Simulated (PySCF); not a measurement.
thiophene cation (C4H4S), SMILES c1sccc1 (connectivity only; charge and spin as stated), charge +1, multiplicity 2. Atoms are numbered in the order given.

```xyz
9

C      0.0000     0.6907     1.3203
C      0.0000    -0.6907     1.3203
C      0.0000    -1.2203    -0.0038
S      0.0000     0.0000    -1.2285
C      0.0000     1.2203    -0.0038
H      0.0000     1.3252     2.2085
H      0.0000    -1.3252     2.2085
H      0.0000    -2.2789    -0.2798
H      0.0000     2.2789    -0.2798
```
Charge +1, spin multiplicity 2.

Geometry optimised at B3LYP-D3(BJ)/def2-SVP. The multiplicity is an assumed one; no other spin state was optimised.

These are PBE/def2-TZVP run with PySCF values and carry that method's errors.

ESP charges are fitted to the potential on shells at 1.4 to 2.0 van der Waals radii. Atomic charges (e):

```
atom  ESP fit  Löwdin  meta-Löwdin  Mulliken spin
----  -------  ------  -----------  -------------
C1      -0.07   -0.09          ___           0.07
C2      -0.07   -0.09          ___           0.07
C3      -0.02   -0.19          ___           0.50
S4       0.28    0.86         0.48          -0.08
C5      -0.02   -0.19          ___           0.50
H6       0.21    0.18          ___           0.00
H7       0.21    0.18          ___           0.00
H8       0.24    0.16         0.20          -0.02
H9       0.24    0.16         0.20          -0.02
```

Q: Some entries are withheld; supply them. (Estimate from the structure and the level; the computed values follow.)

A: 
- C1, meta-Löwdin: -0.06
- C2, meta-Löwdin: -0.06
- C3, meta-Löwdin: -0.08
- C5, meta-Löwdin: -0.08
- H6, meta-Löwdin: 0.19
- H7, meta-Löwdin: 0.19

Computed Mayer and Wiberg (Löwdin basis) orders of the bonds:
```csv
bond,Mayer,Wiberg
C1–C2,1.55,1.67
C2–C3,1.30,1.50
C3–S4,1.28,1.59
C1–C5,1.30,1.50
S4–C5,1.28,1.59
C1–H6,0.91,0.82
C2–H7,0.91,0.82
C3–H8,0.91,0.87
C5–H9,0.91,0.87
```
